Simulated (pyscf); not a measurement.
One four-centre exchange on the singlet surface with elements of a group swapped. ωB97M-D3(BJ)/def2-TZVP, eV, from the separated reactants. Optimised with ωB97X-D3(BJ)/def2-SVP in PySCF.

```tsv
step	barrier	reaction energy	imaginary mode (i cm⁻¹)
HF + H₂N–Si(F)(F)–F → F–Si(F)(F)–F + NH₃	0.37	-0.74	655
HCl + H₂N–Si(Cl)(Cl)–Cl → Cl–Si(Cl)(Cl)–Cl + NH₃	(withheld)	(withheld)	348
```

Q: Complete the blanks.

A: 
- HCl + H₂N–Si(Cl)(Cl)–Cl → Cl–Si(Cl)(Cl)–Cl + NH₃, barrier: 0.54
- HCl + H₂N–Si(Cl)(Cl)–Cl → Cl–Si(Cl)(Cl)–Cl + NH₃, reaction energy: -0.22

Row 1: On the reactant side the descent ends in a complex, 0.27 eV under the separated species and 0.65 eV under the saddle at ωB97X-D3(BJ)/def2-TZVP. On the product side the descent ends in an adduct with a N–Si contact (not fully relaxed), 0.24 eV under the separated species and 1.32 eV under the saddle at ωB97X-D3(BJ)/def2-TZVP. Row 2: On the reactant side the descent ends in a complex, 0.22 eV under the separated species and 0.71 eV under the saddle at ωB97X-D3(BJ)/def2-TZVP. On the product side the descent ends in an adduct with a N–Si contact, 0.21 eV over the separated species and 0.56 eV under the saddle at ωB97X-D3(BJ)/def2-TZVP. Each row is the saddle that its search found.
